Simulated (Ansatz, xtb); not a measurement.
## Relative energy of two isomers of CH6BSi−

Structure a: `[BH2-]1C[SiH2]1`, a singlet. Structure b: `C=[BH-][SiH3]`, a singlet. Both are isolated ions in the gas phase, relaxed with PBE0-D3(BJ)/def2-SVPD.

a (Å):

```xyz
9

C    -0.8395    0.8785   -0.1354
B    -1.9432   -0.1832    0.3462
Si   -0.8155    0.7339    1.7848
H    -3.1216    0.1489    0.3474
H    -1.7109   -1.3780    0.2146
H    -1.0671    2.0891    2.4079
H     0.5630    0.3254    2.2548
H     0.0623    0.5183   -0.6485
H    -1.1668    1.8485   -0.5331
```

b (Å):

```xyz
9

C    -1.6471   -0.8891    1.3746
B    -1.7353    0.5565    1.2536
Si   -0.5039    1.5087   -0.0153
H    -2.2857   -1.4837    2.0464
H    -0.9369   -1.5072    0.8064
H    -2.5328    1.2389    1.8932
H     0.4280    2.5579    0.5762
H     0.4551    0.6093   -0.7712
H    -1.1479    2.3156   -1.1349
```

Task: Estimate E(b) − E(a) at the level CCSD(T)/def2-SVPD + ΔMP2/def2-TZVPPD.

Result: Calculated at CCSD(T)/def2-SVPD + ΔMP2/def2-TZVPPD: E(b) − E(a) = −0.158 eV, so structure b lies lower.

Level by level:

```json
{"level": "GFN2-xTB", "geometry": "GFN2-xTB", "E(b) − E(a) (eV)": "−0.023", "departure from the last row (eV)": "+0.134", "job, with rough time for the two": "optimisation, 0.17 s"}
{"level": "HF/STO-3G", "geometry": "GFN2-xTB", "E(b) − E(a) (eV)": "+0.343", "departure from the last row (eV)": "+0.501", "job, with rough time for the two": "single point, 0.16 s"}
{"level": "r2SCAN-D4/def2-SVPD", "geometry": "GFN2-xTB", "E(b) − E(a) (eV)": "+0.047", "departure from the last row (eV)": "+0.205", "job, with rough time for the two": "single point, 2.8 s"}
{"level": "PBE0-D3(BJ)/def2-SVPD", "geometry": "PBE0-D3(BJ)/def2-SVPD", "E(b) − E(a) (eV)": "+0.011", "departure from the last row (eV)": "+0.168", "job, with rough time for the two": "optimisation, 30 s"}
{"level": "HF/def2-SVPD", "geometry": "PBE0-D3(BJ)/def2-SVPD", "E(b) − E(a) (eV)": "−0.379", "departure from the last row (eV)": "−0.221", "job, with rough time for the two": "part of the CCSD(T) run"}
{"level": "MP2/def2-SVPD", "geometry": "PBE0-D3(BJ)/def2-SVPD", "E(b) − E(a) (eV)": "−0.133", "departure from the last row (eV)": "+0.025", "job, with rough time for the two": "part of the CCSD(T) run"}
{"level": "CCSD(T)/def2-SVPD", "geometry": "PBE0-D3(BJ)/def2-SVPD", "E(b) − E(a) (eV)": "−0.199", "departure from the last row (eV)": "−0.041", "job, with rough time for the two": "single point"}
{"level": "CCSD(T)/def2-SVPD + ΔMP2/def2-TZVPPD", "geometry": "PBE0-D3(BJ)/def2-SVPD", "E(b) − E(a) (eV)": "−0.158", "departure from the last row (eV)": "", "job, with rough time for the two": "single point, 14 s"}
```

As drawn, b has 1 C=B, 1 Si–H in place of 1 C–B, 1 C–Si, 1 B–H. Structure a has a 3-membered ring, b no ring.

HF/STO-3G, r2SCAN-D4/def2-SVPD put the two in the other order. PBE0-D3(BJ)/def2-SVPD finds them nearly level. The largest departure from CCSD(T)/def2-SVPD + ΔMP2/def2-TZVPPD is that of HF/STO-3G, 0.501 eV. The last row adds to CCSD(T) the change of the MP2 difference between the two basis sets, here +0.041 eV.

With harmonic frequencies from PBE0-D3(BJ)/def2-SVPD (ideal gas, rigid rotor, one conformer each, 298.15 K, 1 atm): the zero-point term adds −0.031 eV; ΔH is −0.176 and ΔG −0.215 eV.

The correlated steps freeze 7 core orbitals. Programs: Ansatz 0.2.0, xtb 6.7.1; the last row on 2 threads of Arm Neoverse V2 on a shared host.
